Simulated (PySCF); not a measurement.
# Ionisation energy of Ne by level of theory

Ne [Ne] (1S) → Ne⁺ [He] 2s2 2p5 (2P), as a difference of total energies. Computed with PySCF 2.14 in dyall-acv3z (15s9p4d2f, 76 functions), with no relativity, point nucleus. Correlated levels: valence and next inner shell: nothing frozen; virtual orbitals above 40 to 60 times the deepest correlated orbital energy dropped. The calculations carry no spin-orbit coupling.

```csv
method,ionisation energy (eV)
UHF,19.661
MP2 (valence and next inner shell),21.656
SCS-MP2 (valence and next inner shell),21.502
CCSD (valence and next inner shell),21.380
CCSD(T) (valence and next inner shell),21.452
```

Question: How much does correlation contribute at CCSD(T) (valence and next inner shell)?

Answer: 21.452 − (19.661) = 1.791 eV, measured against UHF.

A first-order spin-orbit estimate (lowest level to lowest level, LS coupling) adds -0.033 eV.

Errors of the correlated levels include the incompleteness of this basis.

For comparison: 21.565 eV (measured; NIST Atomic Spectra Database, ionization energies).
